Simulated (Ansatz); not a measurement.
**CHN (singlet): from Hartree-Fock to the top rungs, cc-pVDZ**

One table from this session's results is given with a row withheld; the runs are named, their logs left out.

The runs use Ansatz 0.2.0, Gaussian basis; cc-pVDZ, core rule «outside noble gas», up to 2 orbitals frozen.

The runs, in order: UHF; CCSD(T) on RHF; CCSDT(Q) on RHF; CCSDTQ on RHF.

## The system

The geometry is an MP2(full)/6-31G* stationary point (not a proven minimum).

3 atoms, charge 0, spin multiplicity 1.

Atoms are counted from 1 here; the program's logs count them from 0.

Bond lengths: C1–N2 1.176 Å, C1–H3 1.069 Å. Angles: N2–C1–H3 180.0°.

Geometry (Å):

```xyz
3

C     0.0000    0.0000    0.0357
N     0.0000    0.0000   -1.1405
H     0.0000    0.0000    1.1047
```

The first run:

The input, in.yaml:

```yaml
crystal:
  periodic: [false, false, false]
  atoms:
    - {symbol: C, position_ang: [0.000000, 0.000000, 0.035736]}
    - {symbol: N, position_ang: [0.000000, 0.000000, -1.140472]}
    - {symbol: H, position_ang: [0.000000, 0.000000, 1.104735]}
basis:
  gaussian: {orbitals: cc-pVDZ}
magnetization: {spin_polarized: true, initial_magnetization: 0}
hamiltonian: {xc: hf}
output: {orbitals: {seedname: orbitals}}
```

The run is started by

```
$ ansatz run in.yaml --threads 1 --pin off --events-out ev --progress --plain --max-ram 3956MiB --backend cpu
```

Steps of the session up to this table: UHF; CCSD(T) on RHF; CCSDT(Q) on RHF; CCSDTQ on RHF.

One table of the session follows, with a row left open; its other results are not shown here.

It belongs to the step «Misses and costs». 

| method | from RCCSDTQ (kJ/mol) |
| --- | --- |
| RHF | +817.1 |
| RMP2 | +57.4 |
| RCCSD | ? |
| RCCSD(T) | +4.0 |
| RCCSDT | +3.5 |
| RCCSDT(Q) | -0.6 |
| RCCSDTQ | 0 |

Q: Estimate the row for RCCSD from the others.

The run gave: from RCCSDTQ (kJ/mol): +36.8. In the column «from RCCSDTQ (kJ/mol)» it lies between RCCSD(T) (+4.0) and RMP2 (+57.4).

With the free atoms at the same levels and basis (separate runs), the atomisation energy is 12.308 eV at RCCSDTQ, 12.280 eV at RCCSD(T), 8.239 eV at RHF.
